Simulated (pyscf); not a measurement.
Optimised with ωB97X-D3(BJ)/def2-SVP in PySCF.

Problem. For the elementary gas-phase step [H₂C–Hf(Cl)(Cl)–Cl]• + hydrogen (H₂) -> H₃C–Hf(Cl)(Cl)–Cl + H atom (H•) (doublet surface; H–H broken, C–H formed), what barrier and reaction energy does ωB97M-D3(BJ)/def2-TZVP give, measured from the separated reactants?

Solution. ΔE‡ = 0.57 eV, ΔE = +0.17 eV. Zero-point energy shifts the barrier by +0.02 eV. It is a hydrogen abstraction, with an imaginary mode of 1511i cm⁻¹. This is the saddle that the search found; another between the same sides may lie lower. The angle at the transferred H is 170°. Open-shell species with a d-block atom are single-reference here; other states, and whether the spin sits on metal or ligand, were not checked. Elements past Kr carry the def2 core potentials, without spin-orbit coupling.
